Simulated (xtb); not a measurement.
xtb input (GFN2-xTB):

```bash
xtb mol.xyz --gfn 2 --sp --chrg 0 --uhf 0
```
mol.xyz:
```
5

C      0.00439699     0.00529408     0.50425813
F     -0.01696785     1.10243765    -0.30214647
F      0.01189880    -1.10854091    -0.27918568
H     -0.90251824    -0.00024261     1.11129806
H      0.92175780     0.02340746     1.09514257
```

Output:

```
           -------------------------------------------------
          |                Calculation Setup                |
           -------------------------------------------------

           -------------------------------------------------
          |                 G F N 2 - x T B                 |
           -------------------------------------------------

        Reference                      10.1021/acs.jctc.8b01176
      * Hamiltonian:
        H0-scaling (s, p, d)           1.850000    2.230000    2.230000
        zeta-weighting                 0.500000
      * Dispersion:
        s8                             2.700000
        a1                             0.520000
        a2                             5.000000
        s9                             5.000000
      * Repulsion:
        kExp                           1.500000    1.000000
        rExp                           1.000000
      * Coulomb:
        alpha                          2.000000
        third order                    shell-resolved
        anisotropic                    true
        a3                             3.000000
        a5                             4.000000
        cn-shift                       1.200000
        cn-exp                         4.000000
        max-rad                        5.000000

          ...................................................
          :                      SETUP                      :
          :.................................................:
          :  # basis functions                  14          :
          :  # atomic orbitals                  14          :
          :  # shells                            8          :
          :  # electrons                        20          :
          :  max. iterations                   250          :
          :  Hamiltonian                  GFN2-xTB          :
          :  restarted?                      false          :
          :  GBSA solvation                  false          :
          :  PC potential                    false          :
          :  electronic temp.          300.0000000     K    :
          :  accuracy                    1.0000000          :
          :  -> integral cutoff          0.2500000E+02      :
          :  -> integral neglect         0.1000000E-07      :
          :  -> SCF convergence          0.1000000E-05 Eh   :
          :  -> wf. convergence          0.1000000E-03 e    :
          :  Broyden damping             0.4000000          :
          :  net charge                          0          :
          :  unpaired electrons                  0          :
          ...................................................

 iter      E             dE          RMSdq      gap      omega  full diag
   1    -12.6374776 -0.126375E+02  0.562E+00   14.63       0.0  T
   2    -12.6668819 -0.294043E-01  0.283E+00   13.82       1.0  T
   3    -12.6674534 -0.571515E-03  0.124E+00   14.02       1.0  T
   4    -12.6676458 -0.192447E-03  0.130E-01   14.02       1.0  T
   5    -12.6676473 -0.142384E-05  0.237E-02   14.03       1.9  T
   6    -12.6676473 -0.138314E-07  0.292E-03   14.03      15.3  T
   7    -12.6676473 -0.692485E-08  0.811E-04   14.03      55.1  T
   8    -12.6676473 -0.640448E-10  0.325E-04   14.03     137.7  T

   *** convergence criteria satisfied after 8 iterations ***

         #    Occupation            Energy/Eh            Energy/eV
      -------------------------------------------------------------
         1        2.0000           -0.8531711             -23.2160
       ...           ...                  ...                  ...
         4        2.0000           -0.6046238             -16.4527
         5        2.0000           -0.5968724             -16.2417
         6        2.0000           -0.5928700             -16.1328
         7        2.0000           -0.5260627             -14.3149
         8        2.0000           -0.5179434             -14.0940
         9        2.0000           -0.5135646             -13.9748
        10        2.0000           -0.4812294             -13.0949 (HOMO)
        11                          0.0343488               0.9347 (LUMO)
        12                          0.0465132               1.2657
        13                          0.0934586               2.5431
        14                          0.1721288               4.6839
      -------------------------------------------------------------
                  HL-Gap            0.5155782 Eh           14.0296 eV
             Fermi-level           -0.2234403 Eh           -6.0801 eV

 SCC (total)                   0 d,  0 h,  0 min,  0.002 sec
 SCC setup                      ...        0 min,  0.000 sec (  2.684%)
 Dispersion                     ...        0 min,  0.000 sec (  3.117%)
 classical contributions        ...        0 min,  0.000 sec (  0.484%)
 integral evaluation            ...        0 min,  0.000 sec ( 10.328%)
 iterations                     ...        0 min,  0.001 sec ( 47.678%)
 molecular gradient             ...        0 min,  0.001 sec ( 27.659%)
 printout                       ...        0 min,  0.000 sec (  7.580%)

         :::::::::::::::::::::::::::::::::::::::::::::::::::::
         ::                     SUMMARY                     ::
         :::::::::::::::::::::::::::::::::::::::::::::::::::::
         :: total energy             -12.616769206451 Eh    ::
         :: gradient norm              0.023616945742 Eh/a0 ::
         :: HOMO-LUMO gap             14.029596425539 eV    ::
         ::.................................................::
         :: SCC energy               -12.667647249850 Eh    ::
         :: -> isotropic ES            0.026720137823 Eh    ::
         :: -> anisotropic ES          0.000895112371 Eh    ::
         :: -> anisotropic XC         -0.009640406490 Eh    ::
         :: -> dispersion             -0.000981640706 Eh    ::
         :: repulsion energy           0.050878043399 Eh    ::
         :: add. restraining           0.000000000000 Eh    ::
         :: total charge              -0.000000000000 e     ::
         :::::::::::::::::::::::::::::::::::::::::::::::::::::

           -------------------------------------------------
          |                Property Printout                |
           -------------------------------------------------

    * Orbital Energies and Occupations

         #    Occupation            Energy/Eh            Energy/eV
      -------------------------------------------------------------
         1        2.0000           -0.8531711             -23.2160
         2        2.0000           -0.8458345             -23.0163
         3        2.0000           -0.6599622             -17.9585
         4        2.0000           -0.6046238             -16.4527
         5        2.0000           -0.5968724             -16.2417
         6        2.0000           -0.5928700             -16.1328
         7        2.0000           -0.5260627             -14.3149
         8        2.0000           -0.5179434             -14.0940
         9        2.0000           -0.5135646             -13.9748
        10        2.0000           -0.4812294             -13.0949 (HOMO)
        11                          0.0343488               0.9347 (LUMO)
        12                          0.0465132               1.2657
        13                          0.0934586               2.5431
        14                          0.1721288               4.6839
      -------------------------------------------------------------
                  HL-Gap            0.5155782 Eh           14.0296 eV
             Fermi-level           -0.2234403 Eh           -6.0801 eV

     #   Z          covCN         q      C6AA      α(0)
     1   6 C        3.415     0.264    19.158     6.718
Note: The following floating-point exceptions are signalling: IEEE_DENORMAL
normal termination of xtb
     2   9 F        0.784    -0.216    11.398     3.988
     3   9 F        0.784    -0.216    11.398     3.988
     4   1 H        0.924     0.084     1.942     2.179
     5   1 H        0.924     0.084     1.942     2.179

 Mol. C6AA /au·bohr⁶  :        190.414577
 Mol. C8AA /au·bohr⁸  :       3681.436272
 Mol. α(0) /au        :         19.052082

Wiberg/Mayer (AO) data.
largest (>0.10) Wiberg bond orders for each atom

 ---------------------------------------------------------------------------
     #   Z sym  total        # sym  WBO       # sym  WBO       # sym  WBO
 ---------------------------------------------------------------------------
     1   6 C    3.847 --     2 F    0.964     3 F    0.964     5 H    0.960
                             4 H    0.960
     2   9 F    1.044 --     1 C    0.964
     3   9 F    1.044 --     1 C    0.964
     4   1 H    0.993 --     1 C    0.960
     5   1 H    0.993 --     1 C    0.960
 ---------------------------------------------------------------------------

Topologies differ in total number of bonds
Writing topology from bond orders to xtbtopo.mol

molecular dipole:
                 x           y           z       tot (Debye)
 q only:        0.007       0.009       0.837
   full:        0.009       0.011       1.002       2.548
molecular quadrupole (traceless):
                xx          xy          yy          xz          yz          zz
 q only:        1.019       0.047      -2.549       0.004       0.042       1.529
  q+dip:        2.882       0.098      -4.595      -0.011       0.065       1.713
   full:        2.225       0.081      -4.002      -0.005       0.060       1.776

           -------------------------------------------------
          | TOTAL ENERGY              -12.616769206451 Eh   |
          | GRADIENT NORM               0.023616945742 Eh/α |
          | HOMO-LUMO GAP              14.029596425539 eV   |
           -------------------------------------------------

------------------------------------------------------------------------
------------------------------------------------------------------------
 total:
 SCF:
```
